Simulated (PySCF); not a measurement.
dimethyl ether (C2H6O), SMILES COC.

Geometry optimised at PBE0-D3(BJ)/def2-TZVP.

Level of theory: TDDFT-M06-2X/def2-SVPD (PySCF 2.14.0).

Vertical excitations.  State labels are in the subgroup C2v.

```json
[
 {"state": "S1", "symmetry": "B2", "energy (eV)": "7.40", "λ (nm)": "167", "f": "0.029", "main pairs": "HOMO→LUMO 89 %"},
 {"state": "S2", "symmetry": "B2", "energy (eV)": "8.36", "λ (nm)": "148", "f": "0.028", "main pairs": "HOMO→LUMO+2 62 %, HOMO→LUMO+4 24 %"},
 {"state": "S3", "symmetry": "A2", "energy (eV)": "8.37", "λ (nm)": "148", "f": "0.000", "main pairs": "HOMO→LUMO+1 97 %"},
 {"state": "S4", "symmetry": "B2", "energy (eV)": "9.05", "λ (nm)": "137", "f": "0.036", "main pairs": "HOMO→LUMO+4 65 %, HOMO→LUMO+2 31 %"},
 {"state": "S5", "symmetry": "A1", "energy (eV)": "9.07", "λ (nm)": "137", "f": "0.028", "main pairs": "HOMO→LUMO+3 90 %"},
 {"state": "S6", "symmetry": "A1", "energy (eV)": "9.09", "λ (nm)": "136", "f": "0.037", "main pairs": "HOMO−1→LUMO 80 %"},
 {"state": "S7", "symmetry": "A2", "energy (eV)": "9.69", "λ (nm)": "128", "f": "0.000", "main pairs": "HOMO→LUMO+5 92 %"},
 {"state": "S8", "symmetry": "B1", "energy (eV)": "9.86", "λ (nm)": "126", "f": "0.004", "main pairs": "HOMO−1→LUMO+1 72 %, HOMO−2→LUMO 25 %"},
 {"state": "S9", "symmetry": "A1", "energy (eV)": "10.02", "λ (nm)": "124", "f": "0.045", "main pairs": "HOMO−1→LUMO+2 60 %, HOMO−1→LUMO+4 17 %"},
 {"state": "S10", "symmetry": "B2", "energy (eV)": "10.03", "λ (nm)": "124", "f": "0.003", "main pairs": "HOMO→LUMO+7 91 %"},
 {"state": "T1", "symmetry": "B2", "energy (eV)": "7.31", "λ (nm)": "170", "f": "0", "main pairs": "HOMO→LUMO 73 %, HOMO→LUMO+4 13 %"},
 {"state": "T2", "symmetry": "B2", "energy (eV)": "8.04", "λ (nm)": "154", "f": "0", "main pairs": "HOMO→LUMO+2 42 %, HOMO→LUMO+4 24 %, HOMO→LUMO 24 %"},
 {"state": "T3", "symmetry": "A2", "energy (eV)": "8.35", "λ (nm)": "148", "f": "0", "main pairs": "HOMO→LUMO+1 95 %"},
 {"state": "T4", "symmetry": "A1", "energy (eV)": "8.93", "λ (nm)": "139", "f": "0", "main pairs": "HOMO−1→LUMO 73 %"}
]
```
Triplets are in the Tamm–Dancoff approximation, which puts them higher than full response would, so one can lie above its singlet here.
